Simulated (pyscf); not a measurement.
This saddle point was located with ωB97X-D3(BJ)/def2-SVP in PySCF.

```
Si
N 1 1.6949
H 2 1.0127 1 121.72
H 2 1.0129 3 115.89 1 173.44
H 1 1.4784 2 127.36 3 -117.75
H 1 1.5059 5 104.07 2 -115.97
O 1 1.8914 5 107.94 6 -95.43
H 7 0.9693 1 117.14 5 48.05
H 7 1.0273 8 112.99 1 110.90
Cl 9 1.8670 7 131.74 8 -131.03
```

Surface: singlet, charge 0. Lowest wavenumbers (cm⁻¹): 164i, 176, 241, 329, 338.

Problem. Name the species on either side of this saddle.

Solution. H₂N–SiH₂–Cl + water (H₂O) ⇌ H₂N–SiH₂–OH + hydrogen chloride (HCl), a four-centre exchange read from left to right: Cl–Si, H–O broken and O–Si, Cl–H formed. At CCSD(T)/def2-TZVPP + ΔMP2(QZVPP) it lies +16.0 kcal/mol from the left side and +14.8 kcal/mol from the right (each side as separated species at their lowest minima found). On the product side the descent ends in a complex, 6.3 kcal/mol under the separated species and 17.7 kcal/mol under the saddle at ωB97X-D3(BJ)/def2-TZVP. This is the saddle that the search found; another between the same sides may lie lower. The CCSD(T) − MP2 part came from Ansatz, without density fitting, on the same reference.
